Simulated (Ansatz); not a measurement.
For solid CO2 (dry ice), PBE-D4 (PAW; Ansatz, an electronic-structure program) gives:

```
Quantity                                 Value
------------------------------  --------------
equilibrium lattice constant a         5.717 Å
enthalpy of formation           -1.358 eV/atom
```

What does r²SCAN+rVV10 in Ansatz (PAW) give for the same quantities?


- lattice constant a: 5.442 Å (shrinks by 4.8 %)
- formation enthalpy: -1.384 eV/atom (moves by -0.026 eV/atom)

For comparison: lattice constant a 5.56 Å (measured, 5 K, zero-point motion not removed; as tabulated in Tran et al. (2019), arXiv:1903.00284).

Changes are worked out from the printed values.

Unless a cell is named, each level is at its own relaxed cell (PBE-D4 15.57, r²SCAN+rVV10 13.43 Å³/atom).

Ansatz's density-functional and Hartree–Fock values are scalar-relativistic unless marked +SOC, with PAW data made under PBE.
